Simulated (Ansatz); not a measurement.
`N=C(S)CO` and `N=C(F)CO` differ in one atom or group.

Ansatz, PBE0-D4/def2-TZVP geometries, multiplicity 1. Each molecule was computed in one conformer, which needn't be the lowest.

| property | `N=C(S)CO` |
| --- | --- |
| HOMO–LUMO gap (PBE0/def2-TZVPP) / eV | 6.92 |
| size of the dipole moment (ωB97M-V/def2-TZVPP) / D | 1.12 |
| LUMO energy (B3LYP/def2-TZVPP) / eV | -0.70 |
| HOMO–LUMO gap (B3LYP/def2-TZVPP) / eV | 6.44 |
| HOMO energy (ωB97M-V/def2-TZVPP) / eV | -9.54 |
| HOMO–LUMO gap (ωB97M-V/def2-TZVPP) / eV | 11.20 |

Q: Give the same properties after the change, and the shifts. (An estimate is asked.)

A: The calculation gave: 
```csv
property,`N=C(F)CO`,shift
HOMO–LUMO gap (PBE0/def2-TZVPP) / eV,8.60,1.68
size of the dipole moment (ωB97M-V/def2-TZVPP) / D,2.97,1.85
LUMO energy (B3LYP/def2-TZVPP) / eV,-0.18,0.52
HOMO–LUMO gap (B3LYP/def2-TZVPP) / eV,8.06,1.62
HOMO energy (ωB97M-V/def2-TZVPP) / eV,-10.90,-1.36
HOMO–LUMO gap (ωB97M-V/def2-TZVPP) / eV,12.76,1.56
```

With PBE0 the HOMO falls by 1.10 eV and the LUMO rises by 0.58 eV, so the gap widens by about 1.68 eV. PBE moves the HOMO by -0.69 eV and ωB97M-V by -1.36 eV. Dipoles are sizes alone; their direction can turn.

B3LYP here is the variant with VWN-RPA as its local correlation; programs differ in this.
